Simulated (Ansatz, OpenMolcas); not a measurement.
**Exact exchange and the electronic atomisation energy of SiH2F2**

SiH2F2: 5 atoms, total charge 0, spin state singlet. As SMILES, `F[SiH2]F`. The shape is that of a PBE0-D4/def2-TZVP optimisation.

The electronic atomisation energy y, in eV, basis aug-cc-pVDZ; a is the functional's share of exact exchange. Programs: Ansatz 0.2.0, OpenMolcas 26.06.

| functional | program | a | y (eV) |
| --- | --- | --- | --- |
| TPSS | OpenMolcas | 0 | 18.32 |
| PBE | Ansatz | 0 | 18.06 |
| B3LYP | Ansatz | 0.2 | ? |
| r2SCAN0 | Ansatz | 0.25 | 17.79 |
| PBE0 | Ansatz | 0.25 | 17.74 |
| BHLYP | Ansatz | 0.5 | 17.46 |

Fit y = c + s·a to the known rows and predict B3LYP.


1. Means of the 5 rows: a = 0.2000, y = 17.874.
2. Σ(Δa)² = 0.175, Σ(Δa·Δy) = -0.2615, so the slope is -0.2615/0.175 = -1.4943.
3. Intercept: 17.874 − (-1.4943) × 0.2000 = 18.173. The largest residual of the fit is 0.15.
4. B3LYP: 18.173 + (-1.4943) × 0.2 = 17.87 eV.

The run gave 17.92 eV, so the prediction is off by -0.05 eV, within the largest residual. The rows mix families of semi-local functionals, which the line can't see.
